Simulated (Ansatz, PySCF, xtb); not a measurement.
Homolysis of single bonds, series Si F-Cl. All species are isolated molecules in the gas phase. Strings in code marks are SMILES.

Quantity: homolytic bond dissociation enthalpy at 298 K (no spin–orbit term), in kJ/mol. Enthalpy corrections at 298 K come from GFN2-xTB frequencies (xtb).

Level 1: frozen-core CCSD(T)/cc-pVTZ // B3LYP-D3(BJ)/def2-TZVP (Ansatz, a first-principles code)
Level 2: PBE-D3(BJ)/def2-TZVP // B3LYP-D3(BJ)/def2-TZVP (PySCF)
Level 3: frozen-core MP2/6-31G* // B3LYP-D3(BJ)/def2-TZVP (PySCF)
Level 4: HF/6-31G* // B3LYP-D3(BJ)/def2-TZVP (PySCF)

```tsv
species	level 2	level 3	level 4
F–Si bond of `F[Si](F)(F)F`, giving `F[Si](F)F` and `[F]`	668.0	684.8	526.9
```

### Question
What does level 1 give for each?

### Answer

- F–Si bond of `F[Si](F)(F)F`, giving `F[Si](F)F` and `[F]`: 669.9
